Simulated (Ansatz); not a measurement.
# The sulfur atom: basis-set convergence

How large a basis does the sulfur atom need? Two functionals and correlated methods are run in growing sets.

Program: Ansatz 0.2.0, Gaussian basis. Level of theory: one geometry, several basis sets. These are calculated values, not measurements.

The runs, in order: PBE0/def2-SVP; ωB97M-V/def2-SVP; PBE0/def2-QZVPP; ωB97M-V/def2-QZVPP; CCSD(T)/cc-pV(D+d)Z; CCSD(T)/cc-pV(T+d)Z; CCSD(T)/cc-pV(Q+d)Z; the functionals' def2-TZVPP values are taken from earlier runs.

### Step 1. The atom

SMILES `[S]`, 1 atom, charge 0, spin multiplicity 3.

### Step 2. PBE0 in def2-SVP

The input, in.yaml:

```yaml
crystal:
  periodic: [false, false, false]
  atoms:
    - {symbol: S, position_ang: [0.000000, 0.000000, 0.000000]}
basis:
  gaussian: {orbitals: def2-SVP}
magnetization: {spin_polarized: true, initial_magnetization: 2}
hamiltonian: {xc: pbe0}
output: {orbitals: {seedname: orbitals}}
```

The runs that follow: ωB97M-V in def2-SVP; PBE0 in def2-QZVPP; ωB97M-V in def2-QZVPP; CCSD(T) in cc-pV(D+d)Z; CCSD(T) in cc-pV(T+d)Z; CCSD(T) in cc-pV(Q+d)Z.

**Question.** What will the summary of the whole plan be? Wanted: MP2 correlation recovered, cc-pV(D+d)Z; MP2 correlation recovered, cc-pV(T+d)Z; MP2 correlation recovered, cc-pV(Q+d)Z; CCSD(T) limit from def2 sets; PBE0: double and triple zeta above quadruple; ωB97M-V: double and triple zeta above quadruple.

**Answer**, as computed:

```
                                                                 quantity          value
                                   MP2 correlation recovered, cc-pV(D+d)Z         63.2 %
                                   MP2 correlation recovered, cc-pV(T+d)Z         86.3 %
                                   MP2 correlation recovered, cc-pV(Q+d)Z         94.3 %
CCSD(T) limit from def2 sets (earlier runs) less the limit of this series        -62 meV
                             PBE0: double and triple zeta above quadruple  4.03, 0.33 eV
                          ωB97M-V: double and triple zeta above quadruple  3.99, 0.31 eV
```

What this shows: For PBE0 the step from double to triple zeta gains 3.70 eV and the next only 0.33 eV. Correlation climbs from 63 % (cc-pV(D+d)Z) to 94 % (cc-pV(Q+d)Z) of the limit; Hartree-Fock is 0.027 eV from its own by then. A limit from the def2 sets, made apart, differs by 62 meV, a least measure of the doubt on such a limit. Total energies overstate the basis error of differences, where much of it tends to cancel.
